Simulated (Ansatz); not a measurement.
Reaction (ligand exchange at a B–N bond): `BNB` + `N[SiH3]` → `BN[SiH3]` + `BN`

Isolated molecules relaxed with PBE0-D4/def2-TZVP in Ansatz; ΔE leaves out vibrations. CCSD(T)/CBS is the MP2 limit (def2-TZVPP, def2-QZVPP) plus CCSD(T) − MP2 in def2-TZVPP, frozen cores. This one scheme is used for every species. DFT in def2-TZVPP.

`BNB`:

```xyz
8

B    -0.063    0.088   -1.266
N    -0.484   -0.009    0.083
B     0.367   -0.083    1.214
H     1.108    0.113   -1.498
H    -0.883    0.144   -2.136
H    -1.480   -0.028    0.255
H    -0.112   -0.163    2.307
H     1.548   -0.062    1.040
```

`N[SiH3]`:

```xyz
7

N    -0.624   -0.565   -0.655
Si    0.350    0.279    0.484
H    -0.185   -1.143   -1.354
H    -1.451   -0.125   -1.026
H     1.319   -0.688    1.061
H     1.136    1.430   -0.053
H    -0.546    0.812    1.544
```

`BN[SiH3]`:

Z-matrix (Å, degrees):
```
Si
N 1 1.745
H 1 1.487 2 110.4
H 1 1.480 2 107.6 3 -120.5
H 1 1.487 2 110.4 3 119.0
B 2 1.399 1 126.7 3 120.4
H 2 1.011 1 116.7 3 -59.6
H 6 1.198 2 119.6 1 -180.0
H 6 1.198 2 119.0 1 -0.0
```

`BN`:

Cartesian coordinates in Å:
```
B 0.366 -0.408 -0.407
N -0.377 0.420 0.418
H -0.079 -0.713 -1.475
H 1.434 -0.797 -0.030
H -0.064 0.716 1.328
H -1.280 0.783 0.166
```

CCSD(T)/CBS gives -0.40 eV.

Another level gave -0.43 eV. Which?
A. LDA (SPW92)/def2-TZVPP
B. PBE-D4/def2-TZVPP
C. HF/def2-TZVPP
D. PBE0-D4/def2-TZVPP

D. PBE0-D4 -0.43, PBE-D4 -0.47, LDA (SPW92) -0.51, HF/def2-TZVPP -0.29 eV.

What do rigid-rotor, harmonic-oscillator terms from PBE0-D4/def2-TZVP frequencies (298.15 K, 1 bar) make of the CCSD(T)/CBS value? (Best estimate.)

The calculation gave: ΔZPE = +0.03 eV, ΔH = -0.37 eV, ΔS = -2 J/(mol·K), ΔG = -0.37 eV.

Largest T1 diagnostic among the species: 0.012.

From BLYP to BHLYP (50 % exact exchange), in def2-TZVPP and without D4, ΔE moves by +0.07 eV. In def2-TZVPP, CCSD(T) changes the Hartree–Fock value by −0.13 eV (the triples alone add −0.02 eV) and MP2 by −0.11 eV. At CCSD(T), def2-SVP lies −0.11 eV from the extrapolated value and def2-TZVPP −0.02 eV.
